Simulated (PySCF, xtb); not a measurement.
NO, SMILES O=[N] (connectivity only; charge and spin as stated), charge +1, multiplicity 1.

GFN2-xTB in xtb 6.7.1 at its own geometry gives an orbital gap of 4.85 eV.

Geometry: PBE-D3(BJ)/def2-TZVPD.

**Question.** What does M06-2X/def2-TZVPD in PySCF give? (Estimate from the structure and the level; the computed values follow.)

**Answer.** gap 15.74 eV (levels -27.21 and -11.48 eV).
